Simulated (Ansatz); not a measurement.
Energy needed to pull apart C$_{2}$H$_{5}$Al, closed shell, into free ground-state atoms, from the structure below (displaced at random from a GFN2-xTB minimum); no zero-point or spin–orbit terms; open-shell atoms are treated unrestricted, in their ground-state multiplicity.

```tsv
atom	x (Å)	y (Å)	z (Å)
C1	-0.7271	0.1527	-0.3608
C2	0.7709	0.4783	0.1887
Al3	0.0579	-1.2333	0.7577
H4	-1.0805	0.2262	-1.6841
H5	-1.5020	1.0640	0.0282
H6	0.8201	1.5095	0.5325
H7	1.5124	0.3091	-0.8146
H8	-0.1781	-2.5120	1.6940
```

Computed with Ansatz 0.2.0 (basis: def2-TZVPP); correlated methods freeze the cores.

```csv
method,atomization energy (kcal/mol)
PBE-D4,619.7
r2SCAN-D4,609.8
B97M-V,?
PBE0-D4,607.1
LC-wPBE,602.9
wB97M-V,606.7
HF,428.8
MP2,?
CCSD,580.4
CCSD(T),590.5
```

(1) What does B97M-V give? (Judge from chemistry; the value comes from the calculation.)

(2) What does MP2 give? (To be estimated.)

No T1 diagnostic of these runs exceeds 0.013.

Answers

(1) The calculation gives: 611.1 kcal/mol, which is about 20.5 kcal/mol more than CCSD(T)/def2-TZVPP.

(2) The calculation gives: 594.8 kcal/mol, which is about 4.3 kcal/mol more than CCSD(T)/def2-TZVPP.

In triple zeta the MP2 and coupled-cluster atomization energies are still short of their basis limit by a few kcal/mol a bond, whereas those of the functionals are nearly converged, so these differences are not deviations from converged CCSD(T).

For scale, one of the runs: CCSD(T)/def2-TZVPP forces, 174 basis functions (an equivalent command: `ansatz run in.yaml --threads 4`). Time: 65 s of wall clock on 4 CPU threads; the host was shared. Peak host memory: 2.9 GiB.
